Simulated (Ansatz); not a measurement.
One arrangement of a pair

The pair of NH4⁺ (SMILES [NH4+], atoms 1–5) and SiH3Cl (SMILES [SiH3]Cl, atoms 6–10), both closed shells, in one local arrangement (a lower one may exist), relaxed at PBE0-D4/def2-TZVP:

```json
{"atom": "N1", "x (Å)": "0.3009", "y (Å)": "0.1253", "z (Å)": "-2.1551"}
{"atom": "H2", "x (Å)": "-0.4436", "y (Å)": "-0.5502", "z (Å)": "-2.3326"}
{"atom": "H3", "x (Å)": "0.0690", "y (Å)": "1.0113", "z (Å)": "-2.6071"}
{"atom": "H4", "x (Å)": "1.1785", "y (Å)": "-0.2298", "z (Å)": "-2.5381"}
{"atom": "H5", "x (Å)": "0.4075", "y (Å)": "0.2777", "z (Å)": "-1.1222"}
{"atom": "Si6", "x (Å)": "-0.4085", "y (Å)": "-0.2094", "z (Å)": "2.2820"}
{"atom": "Cl7", "x (Å)": "0.8261", "y (Å)": "0.7554", "z (Å)": "0.8623"}
{"atom": "H8", "x (Å)": "0.4959", "y (Å)": "-1.0492", "z (Å)": "3.0870"}
{"atom": "H9", "x (Å)": "-1.3665", "y (Å)": "-1.0050", "z (Å)": "1.4844"}
{"atom": "H10", "x (Å)": "-1.0594", "y (Å)": "0.8740", "z (Å)": "3.0394"}
```

Program: Ansatz 0.2.0. Basis: def2-TZVPPD, with def2-QZVPPD for the basis limit. Cores are frozen in the correlated methods. B3LYP uses VWN-RPA correlation. Extrapolation: Hartree–Fock as exp(−7.88 √X), correlation as X^−2.97. Interaction energies count from these two fragments, frozen as in the pair, with the counterpoise correction; negative means bound.

Problem. What is the interaction energy by CCSD(T) at an estimated basis limit (MP2 extrapolated from triple and quadruple zeta, plus CCSD(T) − MP2 in triple zeta)? (An estimate is asked for; the value comes from the calculation.)

Solution. The calculation gives: -53.9 kJ/mol. Hartree–Fock alone gives -40.8 kJ/mol at the basis limit. It counts from the two fragments frozen as in the pair.

The same quantity by other methods in triple zeta, and each one's difference from that estimate:
```tsv
method	E_int (kJ/mol)	difference
PBE-D4	-59.9	-6.1
revPBE-D4	-56.2	-2.3
BLYP-D4	-57.2	-3.3
r2SCAN-D4	-55.7	-1.9
B97M-V	-52.9	0.9
PBE0-D4	-58.0	-4.2
B3LYP-D4	-56.9	-3.1
HSE06-D4	-58.1	-4.2
wB97X-V	-54.3	-0.4
wB97M-V	-54.0	-0.1
B2PLYP	-52.5	1.4
HF	-40.3	13.6
MP2	-52.4	1.4
CCSD	-49.4	4.5
CCSD(T)	-51.0	2.8
```
Differences are method less estimate.

Problem. Which atoms make the shortest contact between the fragments?

Solution. H5 and Cl7, 2.08 Å apart.

Energy to bend the free fragments (PBE0-D4 minima) into their shapes in the pair, CCSD(T)/def2-TZVPPD: NH4⁺ 1.4 kJ/mol; SiH3Cl 4.0 kJ/mol. This must be added to the interaction energy to get the binding energy from relaxed fragments.

Basis-set superposition shift (counterpoise-corrected less uncorrected): CCSD(T) 3.1; MP2 2.9; HF 0.3; PBE0-D4 0.3; wB97M-V 0.3 kJ/mol.

No T1 diagnostic of these runs exceeds 0.009.

For scale, one of the runs: CCSD(T)/def2-TZVPPD, 255 basis functions, launched by `ansatz run in.yaml --threads 4 --pin off --events-out ev --progress --plain --max-ram 9574MiB`. The run took 78 s on 4 CPU threads of an Arm Neoverse V1 (shared host), with 5.3 GiB of host memory at its peak.
